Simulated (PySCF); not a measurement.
**Stationary points of NH3**

All numbers come from PBE in PySCF with N def2-TZVP, H def2-TZVP; no relativity; density-fitted integrals.

Relaxations began from a few typed shapes. The search is not exhaustive: other isomers or separated fragments can lie lower, and high-lying points may rest on an excited occupation.

(1) Order these stationary points by electronic energy, lowest first, in kJ/mol from the lowest minimum.
A. singlet C3v: N–H 1.022 Å (×3); H–N–H 106.3° (×3)
B. singlet D3h: N–H 1.004 Å (×3); H–N–H 120.0° (×3)

(2) Which of them are minima?

## Answers

(1) A (0.0), B (20.8).

(2) By energy in kJ/mol, 0.0: minimum; 20.8: saddle point, 1 imaginary mode.

Counting electrons, nitrogen keeps 2 of its valence electrons outside its bonds, so the VSEPR class is AX3E1 and the expected shape is trigonal pyramidal (C3v), as computed.
